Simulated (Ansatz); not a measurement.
Input for Ansatz (development build ahead of 0.2.0):

```yaml
crystal:
  periodic: [false, false, false]
  atoms:
    - { symbol: C, position_ang: [0.0, 0.0, 0.0] }
    - { symbol: O, position_ang: [0.0, 0.0, 1.63] }
basis:
  gaussian: { orbitals: def2-SVP }
total_charge: 1
magnetization:
  spin_polarized: true
  initial_magnetization: 1
hamiltonian:
  xc: hf
correlation:
  method: mp2
  frozen_orbitals: { C: 1, O: 1 }
output:
  forces: true
```

The input is written out in the form of the current development build from the run's settings.

Results

```json
{
 "Converged": "yes",
 "Reference energy": "-112.01104 hartree",
 "Correlation energy": "-0.17240 hartree",
 "Total energy": "-112.18345 hartree",
 "Spin squared of the determinant": "1.770",
 "Stability test": "minimum"
}
```

Forces (eV/Å):
```csv
atom,Fx,Fy,Fz
C1,0.000,0.000,4.760
O2,0.000,0.000,-4.760
```

Caution: bonds are stretched, where a single reference can fail; the unrestricted determinant is a mixture of spin states; forces differ strongly between restricted and unrestricted references.
